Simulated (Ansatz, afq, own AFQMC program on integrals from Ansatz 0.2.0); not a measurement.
AFQMC on a folder of integrals that Ansatz 0.2.0 wrote.

```yaml
crystal:
  periodic: [false, false, false]
  atoms:
    - {symbol: O, position_ang: [0.000000, -0.072039, 0.008769]}
    - {symbol: H, position_ang: [0.000000, 0.631819, -0.909508]}
    - {symbol: H, position_ang: [0.000000, 0.511689, 0.770319]}
basis:
  gaussian: {orbitals: 6-31G}
magnetization: {spin_polarized: false}
correlation: {method: ccsd_t, electrons: outside_noble_gas, hamiltonian_folder: ham}
```

```sh
$ ansatz run in.yaml --threads 1 --pin off --events-out ev --progress --plain --max-ram 1382MiB
```

afq runs on the folder ham with

```
--method phaseless --trial cisd --walkers 200 --populations 1 --least-time 40 --time-step 0.005 --steps-per-block 50 --equilibration-blocks 28 --max-blocks 300 --target-error 0.00034 --factor-cut 1e-05 --seed 7466 --release-times 0.24,0.51,0.99,1.62,2.4 --release-step 0.03 --release-every 4 --taylor-order 6
```

Times are imaginary, in 1/Eh. The walk had a cap of 213 s.

Output of the walk:

```
orbitals 12  electrons 4 4  factors 66 of 139
reference energy -75.95659306 Eh
CCSD correlation -0.14418656 Eh in 9 cycles, weight of the determinant in the CISD state 0.9473
energy of the start -76.100780 Eh
 block  time / (1/Eh)  mean weight  energy / Eh
     1     0.250  0.9998  -76.100247
     2     0.500  1.0008  -76.100917
     3     0.750  1.0011  -76.101732
     4     1.000  1.0003  -76.102736
     5     1.250  1.0007  -76.104955
    10     2.500  0.9996  -76.105654
    29     7.250  0.9996  -76.101208
    33     8.250  0.9996  -76.099286
    49    12.250  1.0004  -76.100635
    69    17.250  0.9997  -76.101999
    89    22.250  0.9990  -76.102524
   109    27.250  1.0004  -76.109088
   129    32.250  1.0003  -76.101831
   149    37.250  1.0011  -76.100985
   169    42.250  1.0013  -76.102303
   185    46.250  1.0011  -76.102779
blocks merged  error / Eh  count
     1  0.000182  160
     2  0.000218  80
     4  0.000259  40
     8  0.000301  20
    16  0.000235  10
released: time / (1/Eh)  energy / Eh  error  mean overlap
  0.24  -76.102937  0.000292  1.0023
  0.51  -76.102958  0.000187  1.0033
  0.99  -76.102968  0.000182  1.0002
  1.62  -76.103086  0.000152  0.9965
  2.40  -76.102806  0.000170  1.0003
energy -76.102787 +/- 0.000301 Eh
(rows thinned)
```

The run passed its tests (sampling time, drift between the halves within three errors, error under three times the target), which doesn't prove that it has relaxed.

Against this walk (error 8.2 meV) on the same determinant: CCSD(T) 16.3 meV higher (within the noise), CCSDT(Q) 2.1 meV lower (within the noise), CCSDTQ 1.0 meV lower (within the noise), full CI 1.5 meV lower (within the noise). The error is statistical and leaves out the bias of the constraint. Released to 2.40 1/Eh the energy moves by -1 ± 9 meV (both errors), within twice the noise.

Cautions: constraint bias not in the error.

The walk took 120 s on 1 thread of Intel(R) Xeon(R) Processor @ 2.50GHz (Skylake/Cascade Lake) (shared host). The log's last line is the phaseless energy.

CCSDT and higher add their correlation energy to the determinant of the CCSD(T) run, since their own runs factorise the integrals more tightly (a shift of under 2 meV). A walk keeps the symmetry of its determinant, which the program's search chose and which needn't be the lowest solution, so a lower state of the same spin and another symmetry isn't excluded.
